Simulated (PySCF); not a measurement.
A family of related molecules: binary hydrides. All species are isolated molecules in the gas phase. Strings in code marks are SMILES. In the def2 sets, heavy atoms carry core potentials. All members: neutral, multiplicity 1. Level: TPSSh-D3(BJ)/def2-TZVP // PBE0-D3(BJ)/def2-TZVP (PySCF). Delta-SCF ions had no search for a lower state.  The removal energy is E(N − 1 electrons) − E(N electrons) at the parent's geometry; ε(HOMO) is measured against the vacuum level.

```
species   −ε(HOMO) (eV)  vertical ionisation energy (Delta-SCF) (eV)
--------  -------------  -------------------------------------------
`[LiH]`            4.95                                     withheld
`[MgH2]`           6.69                                         9.50
`S`                6.81                                        10.32
`[SbH3]`           7.03                                         9.91
`[BiH3]`           7.21                                        10.02
`[GaH3]`           8.04                                        11.09
`[BeH2]`           8.24                                        11.75
`C`               10.24                                        14.04
```

Task: Fit vertical ionisation energy (Delta-SCF) = a + b·x to the 7 complete rows by least squares, with x = −ε(HOMO) in eV. Give a, b and the rms residual, and predict the withheld value.

Result: Means of the 7 rows: x̄ = 7.7514, ȳ = 10.947 eV. Σ(x − x̄)² = 9.3415 and Σ(x − x̄)(y − ȳ) = 11.507, so b = 1.232 and a = ȳ − b·x̄ = 1.397 eV. The rms residual is 0.262 eV. At x = 4.95 the line gives 7.50 eV, outside the range of the fitted rows. The run for `[LiH]` gave 8.17 eV, so the line is off by 0.67 eV, more than twice the rms residual.

Codes: PySCF.
